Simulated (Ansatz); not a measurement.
`COCCCl` + HCl → `ClCCl` + `COC`  (substitution at a C–C bond)

Gas-phase electronic energies from Ansatz, PBE0-D4/def2-TZVP geometries. CCSD(T)/CBS is the MP2 limit (def2-TZVPP, def2-QZVPP) plus CCSD(T) − MP2 in def2-TZVPP, frozen cores. This one scheme is used for every species. Functionals use def2-TZVPP. Each species was taken in one conformer, which may not be the lowest.

```tsv
level	ΔE (kcal/mol)	difference from CCSD(T)/CBS
PBE-D4	8.9	-2.3
r2SCAN-D4	10.0	-1.2
B2PLYP	9.7	-1.5
PBE	8.2	-3.0
MP2/def2-TZVPP	11.6	0.4
SCS-MP2/def2-TZVPP	10.9	-0.3
HF/def2-QZVPP	10.5	-0.7
MP2/def2-QZVPP	11.2	0.0
HF/CBS(def2)	10.5	-0.7
MP2/CBS(def2)	10.9	-0.3
CCSD(T)/CBS	11.2	0
```

Largest T1 diagnostic among the species: 0.010.

The D4 term adds +1.0 kcal/mol with B3LYP and +0.7 kcal/mol with PBE0; it sums over pairs of atoms, weighted by their polarisabilities, and B3LYP, whose exchange is more repulsive, gets the larger term. From PBE to PBE0 (25 % exact exchange), in def2-TZVPP and without D4, ΔE moves by +1.3 kcal/mol. In def2-TZVPP, CCSD(T) changes the Hartree–Fock value by +1.3 kcal/mol (the triples alone add −0.1 kcal/mol) and MP2 by +1.0 kcal/mol.

B3LYP here is the variant with VWN-RPA as its local correlation; programs differ in this.
